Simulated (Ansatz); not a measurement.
The first iterations of a band of CH₆Si (8 atoms, charge 0, multiplicity 1).

All numbers below come from RKS PBE0-D4/def2-SVP in Ansatz 0.2.0.

```
movable images  : 8
climbing image  : no
spring          : 5.0 eV/Å²
optimiser       : quadratic models (default)
start path      : through a guess of the saddle point
force threshold : 0.05 eV/Å
iteration limit : 60
end points      : relaxed
```

Image 0:

```xyz
8
Properties=species:S:1:pos:R:3
Si 0.179 -0.033 0.135
H 0.574 -0.276 1.557
H 1.423 0.214 -0.659
H -0.659 1.205 0.087
C -0.769 -1.502 -0.553
H -1.671 -1.702 0.046
H -1.083 -1.315 -1.591
H -0.146 -2.410 -0.543
```

Image 9:

```xyz
8
Properties=species:S:1:pos:R:3
Si 0.260 0.145 -0.754
H 0.621 -0.041 1.090
H 1.326 -0.078 0.668
H -0.652 1.062 0.062
C -0.753 -1.482 -0.621
H -1.263 -1.685 0.331
H -1.541 -1.383 -1.391
H -0.151 -2.358 -0.906
```

| iteration | highest image above the first end (eV) | largest band force component (eV/Å) |
| --- | --- | --- |
| 1 | 3.642 | 3.718 |
| 2 | 2.778 | 2.435 |
| 3 | 2.692 | 1.278 |
| 4 | 2.693 | 0.424 |

Does the band converge within its limit, and where does its top end?

It converged. It ended after 14 iterations with the highest image 2.585 eV above the first end. No image climbed, so the highest image needn't sit at the top of the path.

The run took 84 s on 1 thread of Intel(R) Xeon(R) 6975P-C (Granite Rapids), with other jobs on the host, peak memory 0.12 GiB.
